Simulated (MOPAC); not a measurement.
MOPAC input (PM7):

```
PM7 1SCF UHF MS=0.5 GEO-OK AUX(PRECISION=9) THREADS=1
C2H2Cl

C     0.09243262 1    0.69871992 1   -0.00992094 1
C     1.35201846 1    1.05337977 1   -0.01885512 1
Cl   -0.73221915 1   -0.76094037 1    0.01283470 1
H     2.15719226 1    0.32186446 1   -0.01136807 1
H     1.62382678 1    2.10152370 1   -0.03416548 1
```

From the last part of the output:

```
                                                       MOPAC v23.2.5 Linux

          FINAL HEAT OF FORMATION =         54.87047 KCAL/MOL =     229.57803 KJ/MOL

          COSMO AREA              =         91.06 SQUARE ANGSTROMS
          COSMO VOLUME            =         73.65 CUBIC ANGSTROMS

          IONIZATION POTENTIAL    =         10.079242 EV
          ALPHA SOMO LUMO (EV)    =        -10.079  0.427
          BETA  SOMO LUMO (EV)    =        -10.547 -0.575
          NO. OF ALPHA ELECTRONS  =          9
          NO. OF BETA  ELECTRONS  =          8
          MOLECULAR WEIGHT        =         61.4908         POINT GROUP:  Cs

          MOLECULAR DIMENSIONS (Angstroms)

            Atom       Atom       Distance
            H     5   Cl     3     3.70768
            H     4    C     1     1.83373
            H     5    C     2     0.00000

          SCF CALCULATIONS        =          1

   ATOM   CHEMICAL          X               Y               Z
  NUMBER   SYMBOL      (ANGSTROMS)     (ANGSTROMS)     (ANGSTROMS)

     1       C          0.09243262  *   0.69871992  *  -0.00992094  *
     2       C          1.35201846  *   1.05337977  *  -0.01885512  *
     3      Cl         -0.73221915  *  -0.76094037  *   0.01283470  *
     4       H          2.15719226  *   0.32186446  *  -0.01136807  *
     5       H          1.62382678  *   2.10152370  *  -0.03416548  *

                             CARTESIAN COORDINATES

   1    C        0.092432620     0.698719920    -0.009920940
   2    C        1.352018460     1.053379770    -0.018855120
   3   Cl       -0.732219150    -0.760940370     0.012834700
   4    H        2.157192260     0.321864460    -0.011368070
   5    H        1.623826780     2.101523700    -0.034165480

           Empirical Formula: C2 H2 Cl  =     5 atoms

      MOLECULAR POINT GROUP   :   Cs

          ALPHA EIGENVALUES
 -28.04770 -25.49277 -18.94009 -16.16959 -14.90682 -13.06752 -12.26107 -10.54195
 -10.07924   0.42731   0.90981   4.92441   5.40514   5.93262  68.54806  68.59251
  68.59791  68.96054  68.96064

           BETA EIGENVALUES
 -27.75322 -25.19900 -18.42386 -15.78509 -14.42845 -12.86451 -11.87966 -10.54719
  -0.57459   0.73433   1.26513   5.08469   5.51421   5.97723  68.56740  68.60942
  68.69675  69.03469  69.03708

              NET ATOMIC CHARGES AND DIPOLE CONTRIBUTIONS

  ATOM NO.   TYPE          CHARGE      No. of ELECS.   s-Pop       p-Pop       d-Pop
    1          C           0.063817        3.9362     1.27177     2.66442
    2          C          -0.413088        4.4131     1.09080     3.32229
    3         Cl          -0.029311        7.0293     1.97942     5.04509     0.00480
    4          H           0.188942        0.8111     0.81106
    5          H           0.189640        0.8104     0.81036
 DIPOLE           X         Y         Z       TOTAL
 POINT-CHG.     0.886     0.438    -0.009     0.988
 HYBRID         0.313    -0.129     0.001     0.338
 SUM            1.198     0.309    -0.008     1.237

          ATOMIC ORBITAL ELECTRON POPULATIONS

     Atom    s        px        py        pz      x^2-y^2     xz        z^2       yz        xy
    1  C   1.27177   0.96253   0.78998   0.91191
    2  C   1.09080   1.03679   1.15304   1.13245
    3 Cl   1.97942   1.76251   1.32768   1.95490   0.00102   0.00019   0.00093   0.00039   0.00229
    4  H   0.81106
    5  H   0.81036

                    (SZ)    =    0.500000
                    (S**2)  =    0.774097

          ATOMIC ORBITAL SPIN POPULATIONS

    Atom   Total    s     px     py     pz   x^2-y^2  xz     z^2    yz     xy
         Atomic
    1  C  0.9699  0.168  0.358  0.305  0.139
    2  C -0.1439 -0.003  0.015 -0.010 -0.146
    3 Cl  0.1064  0.002 -0.012  0.109  0.007  0.000  0.000  0.000  0.000  0.000
    4  H  0.0510  0.051
    5  H  0.0166  0.017

 **********************
 *                    *
 * JOB ENDED NORMALLY *
 *                    *
 **********************

 == MOPAC DONE ==
```

The geometry given is a B3LYP-D3(BJ)/def2-TZVP minimum.
